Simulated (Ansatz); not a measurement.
Correlation energies of `[OH][AlH][SiH3]` by basis set

| atom | x (Å) | y (Å) | z (Å) |
| --- | --- | --- | --- |
| O1 | -1.143 | -1.824 | 0.378 |
| Al2 | -0.888 | -0.149 | 0.504 |
| Si3 | 1.143 | 0.716 | -0.553 |
| H4 | -1.906 | -2.265 | 0.749 |
| H5 | -1.961 | 0.735 | 1.276 |
| H6 | 1.935 | 1.529 | 0.414 |
| H7 | 0.795 | 1.619 | -1.689 |
| H8 | 2.025 | -0.361 | -1.079 |

The species carries charge 0 and has multiplicity 1. The geometry is a stationary point of PBE0-D4/def2-TZVP. It is one conformer, not always the lowest. Frozen core, restricted reference, Ansatz. CBS rows extrapolate triple and quadruple zeta; past MP2 they add the triple-zeta difference.

```csv
basis,HF (Eh),MP2 corr.,CCSD corr.,(T),CCSD(T) total
def2-SVP,-608.43490,-0.35651,-0.39795,-0.00846,-608.84131
def2-TZVPP,-608.72280,-0.45206,-0.49084,-0.01589,-609.22953
def2-QZVPP,-608.74284,-0.48742,–,–,–
CBS(def2),-608.74560,-0.51361,-0.55239,as TZ,-609.31388
```
